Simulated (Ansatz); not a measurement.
A run for Ansatz (a program for electronic structure): U-CCSD(T)/aug-cc-pV(T+d)Z on O (SMILES [O]), 2S+1 = 3. Files ending in .json are basis or fitting sets from the Basis Set Exchange.

Ansatz 0.2 input:
```yaml
crystal:
  periodic: [false, false, false]
  atoms:
    - {symbol: O, position_ang: [0.00000000, 0.00000000, 0.00000000]}
basis:
  gaussian:
    orbitals: aug-cc-pV_T+d_Z.json
magnetization: {spin_polarized: true, initial_magnetization: 2}
correlation: {method: ccsd_t, electrons: outside_noble_gas}
scf: {omitted_lower_state_checks: [cluster_reference]}
```

The head of its log:

```
WARN ansatz: RAYON_NUM_THREADS=2 ignored (pool sized by the plan → 2); use --threads N
Functional definition: HF
these checks for a lower state are left out or cut short: cluster_reference
integrals: 0.02 GiB planned
279 factors; integrals over basis functions are off by at most 1.7e-4 eV
mean field: 0.06 GiB planned
mean field evaluation 1: about -2035.3995 eV, gradient 8.6e0 eV
mean field evaluation 2: about -2035.3997 eV, gradient 8.6e0 eV
mean field evaluation 4: about -2035.7556 eV, gradient 9.5e-1 eV
mean field evaluation 8: about -2035.7650 eV, gradient 1.3e-4 eV
mean field evaluation 16: about -2035.7650 eV, gradient 4.3e-4 eV
mean field evaluation 32: about -2035.7650 eV, gradient 2.1e-3 eV
mean field -2035.76495483 eV, -74.8129821991 hartree, gradient 2.1e-6 eV, S^2 2.009199; 3 other end points of the search recorded, 0 dependent functions left out
1 core orbitals not correlated
reference -2035.76495483 eV, -74.8129821991 hartree; 4, 2 occupied and 41, 43 virtual orbitals, 279 factors
```

### Question
What total energy does the run end on?

### Answer
-74.9790 hartree (reference determinant -74.8130, T1 diagnostic 0.008).
